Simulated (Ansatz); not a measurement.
System: RbO₂F₂I (Pca2₁, No. 29; cell taken from a computed entry). Method: LDA in Ansatz (plane waves, PAW).

Run with plane-wave cutoff 520 eV, 4×6×4 k mesh (along the axes of the cell as run), Fermi–Dirac smearing 0.01 eV, scalar-relativistic PAW data made under PBE.

Cell (relaxed with PBEsol):

RbF2IO2 is modelled in the orthorhombic space group Pca2₁ (No. 29), Pearson symbol oP24. Conventional cell: a = 8.4431 Å, b = 6.2041 Å, c = 8.5292 Å, α = β = γ = 90.00°. Rb on 4a sees 5 F at 2.808–3.024 Å and 1 F at 3.598 Å and 3 O at 2.912–3.003 Å (no clear gap to further neighbours). I on 4a is surrounded by 2 O at 1.799–1.804 Å and 2 F at 2.023–2.055 Å. O1 on 4a has 1 I at 1.804 Å and 2 Rb at 2.996–3.003 Å (trigonal pyramidal). O2 on 4a is surrounded by 1 I at 1.799 Å and 1 Rb at 2.912 Å (bent). F1 on 4a has 1 I at 2.023 Å and 1 Rb at 2.877 Å and 1 Rb at 3.024 Å and 1 Rb at 3.598 Å. F2 on 4a has 1 I at 2.055 Å and 1 Rb at 2.808 Å and 2 Rb at 3.001–3.009 Å. (Neighbours: up to the widest gap in distance over summed covalent radii, below 1.35, at either atom; cation-cation and far metal-metal contacts left out.)

### Question
Predict the band gap, smallest direct gap on the k points sampled and direct gap at Γ.

### Answer

- band gap = 3.96 eV
- smallest direct gap on the k points sampled = 3.99 eV
- direct gap at Γ = 4.11 eV

Note: cell and atoms aren't relaxed at this level (largest force component 0.22 eV/Å, pressure -2.9 GPa); this cell isn't known to be the ambient phase, and symmetry holds it in the calculation.

Spin–orbit coupling is not included.

Computed values are for the static lattice.

Cost on a shared machine: roughly 40 core-minutes.

Ansatz is a first-principles code.
